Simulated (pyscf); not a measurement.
Structures and frequencies: ωB97X-D3(BJ)/def2-SVP in PySCF. MP2 and CC: frozen core, UHF for open shells. ΔMP2 is the change of the MP2 total energy from the triple- to the quadruple-zeta basis.

Problem. Estimate by transition-state theory (the high-pressure limit) the rate constant of HO–SiH(Cl)–Cl (SMILES O[SiH](Cl)Cl) -> Cl–Si:–Cl (SMILES Cl[Si]Cl) [singlet] + H₂O (SMILES O) (singlet surface; O–Si, H–Si broken, H–O formed) at 900 K, with CCSD(T)/def2-TZVPP + ΔMP2(QZVPP) energies (ideal gas, 1 atm, RRHO with modes under 100 cm⁻¹ raised to 100, one conformer, R ln 2 for rigid chiral ones; no tunnelling).

Solution. The electronic barrier is 81.0 kcal/mol and the thermal terms add -3.8, so ΔG‡ = 77.2 kcal/mol. With k_BT/h = 1.88e+13 s⁻¹ and RT = 1.788 kcal/mol, k = 3.3e-06 s⁻¹. Wigner's tunnelling factor for 1596i cm⁻¹ would be 1.27. A shift of 1 kcal/mol in the barrier changes k by a factor 1.7. On the product side the descent ends in an adduct with a O–Si contact, 15.0 kcal/mol under the separated species and 33.2 kcal/mol under the saddle at ωB97X-D3(BJ)/def2-TZVP. What is counted as broken (O–Si) persists as a longer contact in the product adduct; parting that adduct is a step of its own. The same reactants have a lower exit, to O=Si(Cl)–Cl + H₂ (barrier +67.8 kcal/mol at ωB97M-D3(BJ), against +79.7 kcal/mol here). This is the saddle that the search found; another between the same sides may lie lower. The CCSD(T) − MP2 part came from Ansatz, without density fitting, on the same reference.
